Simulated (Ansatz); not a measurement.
# Scan of HB–BH, singlet

Starting geometry (PBE0/def2-TZVP stationary point for this spin, not checked as a minimum):

```yaml
atoms:
  - { symbol: B, position_ang: [0.0000, 0.0000, 0.7625] }
  - { symbol: B, position_ang: [0.0000, 0.0000, -0.7625] }
  - { symbol: H, position_ang: [0.0000, 0.0000, 1.9383] }
  - { symbol: H, position_ang: [0.0000, 0.0000, -1.9383] }
```

From there B2, H4 move together along the line of the two atoms named below, all else staying in place; atoms are numbered as listed. Energies are in eV, counted from the starting geometry at the same level.

Basis cc-pVDZ; Ansatz 0.2.0. Correlated methods freeze the noble-gas cores. R marks a restricted (for open shells ROHF) determinant.

The determinant at some points fills πx and πy unequally, so it is a mixture of Σ and Δ, which weighs on every level built on one determinant.

Full CI is exact within this basis and frozen core; it isn't the basis-set limit.

```json
{"distance B1-B2 (Å)": "1.402", "RCCSDT": "0.465*"}
{"distance B1-B2 (Å)": "1.525", "RCCSDT": "0.000*"}
{"distance B1-B2 (Å)": "1.696", "RCCSDT": "0.259*"}
{"distance B1-B2 (Å)": "2.124", "RCCSDT": "2.457"}
{"distance B1-B2 (Å)": "2.817", "RCCSDT": "4.508"}
{"distance B1-B2 (Å)": "4.194", "RCCSDT": "3.793"}
```

An asterisk marks runs whose energy the program itself flagged as in doubt.

Problem. Estimate the full CI curve in cc-pVDZ from this one, knowing how RCCSDT errs.

Solution. The computed full CI values, in eV from the starting point, and the error of RCCSDT against them:
```json
{"distance B1-B2 (Å)": "1.402", "full CI": "0.471", "RCCSDT less full CI": "-0.006"}
{"distance B1-B2 (Å)": "1.525", "full CI": "0.000", "RCCSDT less full CI": "0.000"}
{"distance B1-B2 (Å)": "1.696", "full CI": "0.249", "RCCSDT less full CI": "0.010"}
{"distance B1-B2 (Å)": "2.124", "full CI": "2.418", "RCCSDT less full CI": "0.039"}
{"distance B1-B2 (Å)": "2.817", "full CI": "4.555", "RCCSDT less full CI": "-0.047"}
{"distance B1-B2 (Å)": "4.194", "full CI": "3.838", "RCCSDT less full CI": "-0.045"}
```

Full CI's occupations show more than one leading determinant at 1.402, 1.525, 1.696, 2.124, 2.817.

The error spans 0.086 eV and is largest, -0.047 eV, at 2.817 Å.

These errors take the starting point as zero, where RCCSDT itself lies 0.047 eV above full CI in total energy. In total energy its miss is smallest, 0.000 eV, at 2.817 and largest, 0.087 eV, at 2.124 Å. So where the relative error is largest, the method lies nearer the reference than at the start.
